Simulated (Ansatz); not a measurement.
## Stretch profile

C₂HO (charge -1), closed shell, at its PBE0-D4/def2-TZVPD minimum:

```
4
angstrom
C 0.3225 -0.5914 0.3054
C -0.4069 0.2704 -0.2459
O -1.2170 0.9954 -0.7901
H 1.3014 -0.6743 0.7306
```

The bond length C1–H4 (1.070 Å at the minimum) is set to the values below, the two halves moving rigidly along the bond. Each method's energies count from its own value at the PBE0-D4 minimum structure. Computed with Ansatz 0.2.0 (basis: def2-TZVPPD); correlated methods freeze the cores. B3LYP uses VWN-RPA correlation.

CCSD(T) energies along the scan:
| bond length (Å) | CCSD(T) (kJ/mol) |
| --- | --- |
| 0.963 | 26.1 |
| 0.985 | 15.8 |
| 1.016 | 6.0 |
| 1.053 | 0.6 |
| 1.094 | 1.0 |
| 1.138 | 7.4 |
| 1.184 | 19.1 |
| 1.233 | 35.9 |
| 1.285 | 57.1 |
They count from the CCSD(T) energy at the PBE0-D4 minimum.

Largest difference from the CCSD(T) curve over the scan: r2SCAN-D4 0.3; B3LYP-D4 1.1; HF 11.1; MP2 3.3 kJ/mol. Each curve counts from its own value at the minimum.

No T1 diagnostic of these runs exceeds 0.019.

For scale, one of the runs: CCSD(T)/def2-TZVPPD, 131 basis functions (an equivalent command: `ansatz run in.yaml --threads 2`). The run took 6.5 s on 2 CPU threads (shared host), with 0.76 GiB of host memory at its peak.
